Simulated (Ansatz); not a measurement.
The input, for Ansatz 0.2.0:

```yaml
crystal:
  periodic: [false, false, false]
  atoms:
    - {symbol: Ga, position_ang: [0.000000, 0.000000, -2.794000]}
    - {symbol: Al, position_ang: [0.000000, 0.000000, -0.481200]}
    - {symbol: O, position_ang: [0.000000, 0.000000, 1.164800]}
    - {symbol: H, position_ang: [0.000000, 0.000000, 2.110400]}
basis:
  gaussian: {orbitals: cc-pVDZ}
magnetization: {spin_polarized: false, initial_magnetization: 5}
correlation: {method: ccsd_t, electrons: outside_noble_gas}
```

```sh
$ ansatz run in.yaml --threads 1 --pin off --events-out ev --progress --plain --max-ram 2393MiB
```

Output:

```
677 factors; integrals over basis functions are off by at most 1.4e-3 eV
mean field evaluation 1: about -60961.3789 eV, gradient 1.1e1 eV
mean field evaluation 2: about -60961.3848 eV, gradient 1.1e1 eV
mean field evaluation 4: about -60962.3645 eV, gradient 2.2e0 eV
mean field evaluation 8: about -60962.4397 eV, gradient 2.5e-1 eV
mean field evaluation 16: about -60961.3789 eV, gradient 1.1e1 eV
mean field evaluation 32: about -60962.4441 eV, gradient 3.0e-6 eV
mean field evaluation 64: about -60962.4384 eV, gradient 2.9e-1 eV
mean field evaluation 96: about -60962.2805 eV, gradient 1.2e0 eV
mean field evaluation 128: about -60961.5334 eV, gradient 3.7e-5 eV
mean field evaluation 160: about -60962.6311 eV, gradient 4.7e-1 eV
...
mean field evaluation 1408: about -60959.5097 eV, gradient 1.6e-3 eV
mean field evaluation 1440: about -60959.5751 eV, gradient 1.8e1 eV
mean field evaluation 1472: about -60960.2167 eV, gradient 1.0e-3 eV
mean field evaluation 1504: about -60959.5122 eV, gradient 1.1e-2 eV
mean field -60963.01955379 eV, -2240.3496463830 hartree, gradient 4.4e-6 eV, S^2 8.750000; 27 other end points of the search recorded, 0 dependent functions left out
mean field evaluation 1536: about -60962.2018 eV, gradient 3.1e0 eV
mean field evaluation 1568: about -60963.0894 eV, gradient 1.7e-4 eV
mean field evaluation 1600: about -60962.6273 eV, gradient 2.4e-1 eV
mean field evaluation 1632: about -60960.2220 eV, gradient 3.5e0 eV
determinant -60963.01955379 eV, -2240.3496463830 hartree, with singles and doubles -60969.92097144 eV, -2240.6032688036 hartree
determinant -60962.57683935 eV, -2240.3333769274 hartree, with singles and doubles -60969.20250652 eV, -2240.5768657047 hartree
determinant -60962.44411974 eV, -2240.3284995718 hartree, with singles and doubles -60969.43824156 eV, -2240.5855288077 hartree
determinant -60961.68109444 eV, -2240.3004589090 hartree, with singles and doubles -60968.55780041 eV, -2240.5531731924 hartree
determinant -60961.53335524 eV, -2240.2950295938 hartree, with singles and doubles -60968.39163413 eV, -2240.5470666940 hartree
determinant -60960.50596059 eV, -2240.2572735365 hartree, with singles and doubles -60967.08215872 eV, -2240.4989443606 hartree
determinant -60960.21673229 eV, -2240.2466445928 hartree, with singles and doubles -60966.80611245 eV, -2240.4887998472 hartree
determinant -60959.61595553 eV, -2240.2245664541 hartree, with singles and doubles -60966.76077572 eV, -2240.4871337529 hartree
determinant -60963.01955379 eV, -2240.3496463830 hartree, with singles and doubles -60969.92146445 eV, -2240.6032869214 hartree
determinant -60962.44411974 eV, -2240.3284995718 hartree, with singles and doubles -60969.43832383 eV, -2240.5855318310 hartree
mean field evaluation 1664: about -60962.8680 eV, gradient 4.8e0 eV
20 core orbitals not correlated, not the lowest: weight in the atoms' cores, before any rotation towards them, 0.998 or more for the frozen orbitals, at most 0.001 for the correlated occupied ones
reference -60963.01955379 eV, -2240.3496463830 hartree; 9, 4 occupied and 35, 40 virtual orbitals, 677 factors
second order -6.50552259 eV of doubles, -0.01465762 eV of singles
cycle   1  -6.90190549 eV  change    5.2e-6 eV  update   3.2e-6
perturbative correction -0.17339364 eV, -0.0063720987 hartree
Total energy: -60970.09485291 eV, -2240.6096588300 hartree
```

Ran on 1 thread of Arm Neoverse V2, shared host: 30 s wall, 0.17 GiB peak host memory.
